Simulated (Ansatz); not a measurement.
CdGeAs2: computed properties

The calculation used DFT r2SCAN, scalar-relativistic, plane waves, PAW in Ansatz.

Cutoff 500 eV; k points 8×8×8 on the computed 8-atom cell (Γ-centred); Gaussian smearing, width 0.01 eV; no spin polarisation.

The structure is relaxed at this level of theory with its symmetry kept. Whether it is the stable form of this composition wasn't checked.

Symmetry: I-42d, No. 122, tetragonal system. The conventional cell has a = 5.980 Å, b = 5.980 Å, c = 11.300 Å, α = 90.00°, β = 90.00°, γ = 90.00°. Cd (site symmetry -4) has 4 As at 2.65 Å as nearest neighbours. Around Ge (site symmetry -4) lie 4 As at 2.45 Å. As (site symmetry 2) is surrounded by 2 Ge at 2.45 Å and 2 Cd at 2.65 Å.

| Quantity | Value |
| --- | --- |
| Volume per atom | 25.26 Å³ |
| Formation energy from the elements' standard states (uncorrected) | -0.150 eV/atom |
| Generalised Kohn–Sham band gap | 0.10 eV, direct at Γ |
| Löwdin character of the top 1 eV of the valence band | As 4p 86 %, unprojected 5 % |
| Löwdin character of the lowest 1 eV of the conduction band | As 4p 41 %, Ge 4s 20 %, As 4s 12 %, Cd 5s 11 %, Ge 4p 9 %, unprojected 6 % |
| Electron masses at the edge by Cartesian direction of the standard setting (m_e; degenerate bands sorted by energy; no spin-orbit coupling) | x: 0.027; y: 0.027; z: 0.015 |
| Hole masses at the edge by Cartesian direction of the standard setting (m_e; degenerate bands sorted by energy; no spin-orbit coupling) | x: 0.37; y: 0.37; z: 0.015 |
| Bader charges (e) | Cd (2 in the cell) 0.56, Ge (2 in the cell) 0.54, As (4 in the cell) -0.55 |

Cost: 3 runs of about 28 core-minutes in all, on Arm Neoverse V1 (shared hosts).